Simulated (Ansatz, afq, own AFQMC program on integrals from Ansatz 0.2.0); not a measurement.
# BN, triplet in 6-31G, levels against full CI

```xyz
2

B     0.0000    0.0000    0.0000
N     0.0000    0.0000    2.1400
```

Basis 6-31G. Noble-gas cores (and the filled d shells of Ga–Kr and In–Xe) are frozen. Ansatz 0.2.0 and our own AFQMC program on the same integrals; the CISD trial comes from CCSD amplitudes, and released means the phaseless constraint is let go. Error bars are statistical, one sigma.

Determinant: ROHF, the one that the program's search chose, which needn't be the lowest solution. The geometry is a point of a scan.

Full CI on the same integrals is exact in this basis and with this determinant's frozen core.

Cautions: lower spins were not checked; a spin-contaminated unrestricted determinant lies lower (UHF 746 meV lower, ⟨S²⟩ 2.67); strong correlation (T1 0.046, weight of the determinant 0.84, largest double 0.18).

- T1 diagnostic: 0.0465
- weight of the determinant in the CISD state: 0.842
- size of the correlated space: 8 electrons in 16 orbitals

Reference: full CI, correlation energy -4.025 eV. The released energy is read at 2.40 1/Eh (meV from the phaseless value at times in 1/Eh: -7 ± 3 at 0.24, -13 ± 4 at 0.51, -18 ± 3 at 0.99, -31 ± 5 at 1.62, -32 ± 4 at 2.40).

```json
{"level": "HF", "E − E(reference) (kJ/mol)": "388.3", "share of correlation (%)": "0.00"}
{"level": "MP2", "E − E(reference) (kJ/mol)": "119.5", "share of correlation (%)": "69.24"}
{"level": "CCSD", "E − E(reference) (kJ/mol)": "14.0", "share of correlation (%)": "96.40"}
{"level": "CCSD(T)", "E − E(reference) (kJ/mol)": "4.4", "share of correlation (%)": "98.87"}
{"level": "CCSDT", "E − E(reference) (kJ/mol)": "1.2", "share of correlation (%)": "99.69"}
{"level": "CCSDT(Q)", "E − E(reference) (kJ/mol)": "0.1", "share of correlation (%)": "99.97"}
{"level": "CCSDTQ", "E − E(reference) (kJ/mol)": "0.0", "share of correlation (%)": "100.00"}
{"level": "ph-AFQMC/CISD", "E − E(reference) (kJ/mol)": "3.8 ± 0.3", "share of correlation (%)": "99.02"}
{"level": "released AFQMC", "E − E(reference) (kJ/mol)": "0.8 ± 0.4", "share of correlation (%)": "99.81"}
```

CCSDT and higher add their correlation energy to the determinant of the CCSD(T) run, since their own runs factorise the integrals more tightly (a shift of under 2 meV). A walk keeps the symmetry of its determinant, which the program's search chose and which needn't be the lowest solution, so a lower state of the same spin and another symmetry isn't excluded. Released energies are given only where the last usable release times agree within the noise; a slower fall can still hide under it.
